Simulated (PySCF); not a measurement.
# H3P: the cost of one run

Program: PySCF 2.14.0. Level of theory: levels as typed in each script, gas phase, geometry from GFN2-xTB. These are calculated values, not measurements.

### Step 1. Where the work starts

4 atoms, charge 0, spin multiplicity 1.

Bond lengths: P1–H2 1.387 Å, P1–H3 1.387 Å, P1–H4 1.387 Å. Angles: H2–P1–H3 92.3°, H2–P1–H4 92.3°, H3–P1–H4 92.3°.

Geometry (Å):

```xyz
4

P    -0.00003    0.00000    0.12805
H    -1.09956    0.35152   -0.64047
H     0.85446    0.77663   -0.64009
H     0.24560   -1.12815   -0.64021
```

### Step 2. Stretching a bond (def2-svpd)

input.py

```python
import numpy as np
from pyscf import gto, scf, mcscf

mol = gto.M(atom='''
P     -0.00003     0.00000     0.12805
H     -1.09956     0.35152    -0.64047
H      0.85446     0.77663    -0.64009
H      0.24560    -1.12815    -0.64021
''', basis='def2-svpd', charge=0, spin=0, verbose=4)
# stretch the bond between atoms 1 and 4, from long to short, fragments rigid
a, b, move = 0, 3, [3]
xyz = mol.atom_coords(unit='Angstrom')
u = xyz[b] - xyz[a]
r0 = np.linalg.norm(u)
rows, last, dm_u = [], None, None
for r in [3.86, 3.04, 2.48, 2.14, 1.86, 1.66, 1.52, 1.38, 1.27]:
    new = xyz.copy()
    new[move] += u / r0 * (r - r0)
    m = mol.set_geom_(new, unit='Angstrom', inplace=False)
    rhf = scf.RHF(m).density_fit(auxbasis='def2-universal-jkfit').run()
    uhf = scf.UHF(m).density_fit(auxbasis='def2-universal-jkfit').newton()
    if dm_u is None:
        c = rhf.mo_coeff
        h = m.nelectron // 2 - 1
        ca, cb = c.copy(), c.copy()
        ca[:, h], cb[:, h] = (c[:, h] + c[:, h + 1]) / 2**.5, (c[:, h] - c[:, h + 1]) / 2**.5
        dm_u = np.array([x[:, :h + 1] @ x[:, :h + 1].T for x in (ca, cb)])
    uhf.kernel(dm0=dm_u)
    for _ in range(3):
        c, _, stable, _ = uhf.stability(return_status=True)
        if stable:
            break
        uhf.kernel(c, uhf.mo_occ)
    dm_u = uhf.make_rdm1()
    mc = mcscf.CASSCF(rhf, 2, 2)
    mc.natorb = True
    mc.fix_spin_(ss=0)
    guess = mcscf.addons.make_natural_orbitals(uhf)[1] if last is None else mcscf.project_init_guess(mc, last.mo_coeff, last.mol)
    mc.kernel(guess)
    last = mc
    act = slice(mc.ncore, mc.ncore + mc.ncas)
    print('r %.3f  RHF %.6f  UHF %.6f  <S^2> %.3f  CASSCF %.6f  occupations' % (r, rhf.e_tot, uhf.e_tot, uhf.spin_square()[0], mc.e_tot), mc.mo_occ[act].round(4))
    rows.append((new, rhf.e_tot, uhf.e_tot, uhf.spin_square()[0], mc.e_tot, mc.mo_occ[act], mc.mo_coeff[:, act], dm_u[0] - dm_u[1], rhf.converged and uhf.converged and mc.converged))
    np.savez('result.npz', **{k: [row[i] for row in rows] for i, k in enumerate('xyz rhf uhf s2 cas occ c spin ok'.split())})
```

The run is started by

```
$ OMP_NUM_THREADS=1 python input.py
```

What time and memory should one allow on 1 thread of AMD EPYC 9R45 (Zen 5), shared host?

About 6 s, with a peak of 0.17 GiB.
